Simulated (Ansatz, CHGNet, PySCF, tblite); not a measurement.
# Ladder of methods for the lattice constant a of diamond-structure Si

Reference value: 5.421 Å (measured, static lattice: zero-point anharmonic expansion removed; as tabulated in Mejia-Rodriguez and Trickey (2018), arXiv:1807.09216).

| level (code) | value (Å) |
|---|---|
| GFN1-xTB (tblite) | 5.603 |
| CHGNet 0.3.0 | 5.461 |
| LDA (Ansatz) | 5.402 |
| BLYP (Ansatz) | 5.533 |
| PBE (Ansatz) | 5.470 |
| rVV10 (Ansatz) | … |
| r²SCAN (Ansatz) | … |
| PBE0 (Ansatz) | … |
| Hartree–Fock (Ansatz) | 5.506 |
| MP2 (PySCF) | 5.389 ± 0.02 |
| CCSD(T) (PySCF) | 5.419 ± 0.02 |

Question: What belongs in the gaps?

Answer: 
- rVV10 (Ansatz, a quantum-chemistry and plane-wave program), value (Å): 5.485
- r²SCAN (Ansatz), value (Å): 5.444
- PBE0 (Ansatz), value (Å): 5.436

Errors against the reference: GFN1-xTB +3.36 %, CHGNet 0.3.0 +0.74 %, LDA -0.35 %, BLYP +2.07 %, PBE +0.90 %, rVV10 +1.18 %, r²SCAN +0.42 %, PBE0 +0.28 %, Hartree–Fock +1.57 %, MP2 -0.59 %, CCSD(T) -0.04 %.

Once the reference is moved by up to 0.11 % (a margin picked here for doubts on the reference and the settings) and values within 0.10 % count as equal, the nearest can be CCSD(T) (-0.04 %) or PBE0 (+0.28 %). Farthest off among them: GFN1-xTB (+3.36 %).

A ± on a computed value is a rough bar: the spread of its extrapolation, a floor set from checks against published values, or a statistical error. GFN1-xTB: the method was fitted mainly to molecules. GFN1-xTB: the run uses a supercell at the zone centre in place of a k mesh. Cutoffs and k meshes differ between the levels. Ansatz's density-functional and Hartree–Fock values are scalar-relativistic unless marked +SOC, with PAW data made under PBE.

Machine-learned potentials (CHGNet 0.3.0) are trained on DFT data: a solid inside that data is no test of them.

Differences are worked out from the printed values.
